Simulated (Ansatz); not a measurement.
A made-up structure of CHOS, doublet:

| atom | x (Å) | y (Å) | z (Å) |
| --- | --- | --- | --- |
| O1 | -0.9889 | 0.4996 | 0.9545 |
| C2 | -0.1316 | 0.1326 | -0.0077 |
| S3 | 1.2153 | -1.2830 | 0.1883 |
| H4 | -0.0948 | 0.6508 | -1.1351 |

It is relaxed with PBE-D4/def2-SVP and then PBE0-D4/def2-TZVP (Ansatz 0.2.0). Atoms count as bonded within 1.22 times the sum of their covalent radii (H–H: 0.88 Å). The end point is not checked to be a true minimum.

Question: Does its bonding change? (Judge from chemistry; the calculation decides.)

Answer: The calculation gives: No: no bond forms or breaks.

Where it ends: The first stage lowers the energy by 1.12 eV in 9 steps. It ends as CHOS ([O][CH][S]):
```xyz
4
angstrom
O -0.8837 0.4448 0.8517
C -0.1175 0.1185 -0.0074
S 1.0857 -1.1449 0.1694
H -0.0845 0.5816 -1.0137
```

Labels in which every atom is bracketed show which atoms are joined, not bond orders.

For scale, one of the runs: PBE0-D4/def2-TZVP relaxation, 105 basis functions, launched by `ansatz run in.yaml --threads 2 --pin off --events-out ev --progress --plain --max-ram 4352MiB`. The run took about 31 s on 2 CPU threads of an Arm Neoverse V1 (shared host).
